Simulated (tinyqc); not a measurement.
Inside a calculation. Method: coupled-perturbed Hartree-Fock on RHF in the sto-3g basis, for H2O, spin multiplicity 1. One step of it, computed by the program tinyqc.

Problem. Coupled step 1. U_ai = -(mu_ai + sum_bj [4 (ai|bj) - (ab|ij) - (aj|bi)] U_bj) / (e_a - e_i); alpha = -4 sum U_ai mu_ai.

uncoupled U:
```
           i1        i2        i3        i4        i5
a6   0.000000  0.000000  0.841434  0.000000  0.000000
a7  -0.002525  0.025273  0.000000  0.832030  0.000000
```

dipole integrals <a|y|i> (bohr):
```
          i1         i2         i3         i4        i5
a6  0.000000   0.000000  -0.819465   0.000000  0.000000
a7  0.052519  -0.043645   0.000000  -0.812234  0.000000
```

orbital energies (hartree): MO1 -20.280291, MO2 -1.204525, MO3 -0.512503, MO4 -0.453809, MO5 -0.394178, MO6 0.461388, MO7 0.522398

Two-electron integrals over orbitals (pq|rs), unique and non-zero (hartree):
```
(11|11) 4.747341    (21|11) -0.431314   (21|21) 0.061911    (22|11) 1.024484
(22|21) -0.015584   (22|22) 0.726306    (31|31) 0.011260    (32|31) 0.017379
(32|32) 0.127386    (33|11) 0.770103    (33|21) -0.005025   (33|22) 0.616876
(33|33) 0.592620    (41|11) 0.167662    (41|21) -0.022395   (41|22) 0.012203
(41|33) 0.005619    (41|41) 0.023049    (42|11) -0.156558   (42|21) 0.008119
(42|22) -0.029758   (42|33) 0.001469    (42|41) 0.016826    (42|42) 0.129115
(43|31) -0.002963   (43|32) 0.025467    (43|43) 0.058893    (44|11) 0.899492
(44|21) -0.010573   (44|22) 0.647561    (44|33) 0.561200    (44|41) -0.007443
(44|42) -0.084964   (44|44) 0.669170    (51|51) 0.025945    (52|51) 0.033355
(52|52) 0.151512    (53|53) 0.026828    (54|51) -0.012061   (54|52) -0.045170
(54|54) 0.046598    (55|11) 1.115363    (55|21) -0.012224   (55|22) 0.756458
(55|33) 0.603950    (55|41) 0.004750    (55|42) -0.085170   (55|44) 0.671270
(55|55) 0.880159    (61|11) -0.181121   (61|21) 0.027852    (61|22) -0.001303
(61|33) 0.000999    (61|41) 0.003841    (61|42) 0.021305    (61|44) -0.014986
(61|55) -0.004931   (61|61) 0.025510    (62|11) 0.252590    (62|21) -0.005539
(62|22) 0.128567    (62|33) 0.069097    (62|41) 0.018511    (62|42) 0.034959
(62|44) 0.051546    (62|55) 0.134668    (62|61) 0.012417    (62|62) 0.095514
(63|31) 0.002999    (63|32) -0.028062   (63|43) -0.036091   (63|63) 0.067467
(64|11) 0.287794    (64|21) -0.004085   (64|22) 0.135585    (64|33) 0.054328
(64|41) -0.000307   (64|42) -0.062319   (64|44) 0.131026    (64|55) 0.161077
(64|61) -0.003523   (64|62) 0.054407    (64|64) 0.111448    (65|51) 0.011996
(65|52) 0.047593    (65|54) 0.007478    (65|65) 0.034013    (66|11) 0.802118
(66|21) -0.007857   (66|22) 0.601841    (66|33) 0.551480    (66|41) 0.016817
(66|42) 0.040520    (66|44) 0.550686    (66|55) 0.587431    (66|61) 0.009358
(66|62) 0.095693    (66|64) 0.059928    (66|66) 0.588852    (71|31) 0.014165
(71|32) 0.020956    (71|43) -0.003763   (71|63) 0.003258    (71|71) 0.017843
(72|31) 0.014973    (72|32) 0.055424    (72|43) -0.032578   (72|63) 0.029673
(72|71) 0.018099    (72|72) 0.067397    (73|11) 0.370660    (73|21) -0.006985
(73|22) 0.165718    (73|33) 0.090761    (73|41) -0.000282   (73|42) -0.083727
(73|44) 0.128233    (73|55) 0.204022    (73|61) -0.005741   (73|62) 0.063824
(73|64) 0.111749    (73|66) 0.049091    (73|73) 0.165722    (74|31) -0.008368
(74|32) -0.073548   (74|43) -0.019124   (74|63) 0.054512    (74|71) -0.010572
(74|72) -0.014978   (74|74) 0.075223    (75|53) 0.023763    (75|75) 0.023940
(76|31) 0.006942    (76|32) 0.078483    (76|43) 0.064049    (76|63) -0.058120
(76|71) 0.008568    (76|72) -0.006852   (76|74) -0.062789   (76|76) 0.107090
(77|11) 0.808339    (77|21) -0.008203   (77|22) 0.597536    (77|33) 0.576587
(77|41) 0.003885    (77|42) -0.013475   (77|44) 0.562768    (77|55) 0.594324
(77|61) -0.002611   (77|62) 0.056299    (77|64) 0.047697    (77|66) 0.549517
(77|73) 0.083382    (77|77) 0.582935
```

Give: U after step 1; polarisability.

Solution.

U after step 1:
```
         i1      i2      i3      i4      i5
a6   0.0000  0.0000  1.1076  0.0000  0.0000
a7  -0.0017  0.0578  0.0000  1.0836  0.0000
```

polarisability = 7.1617 bohr^3
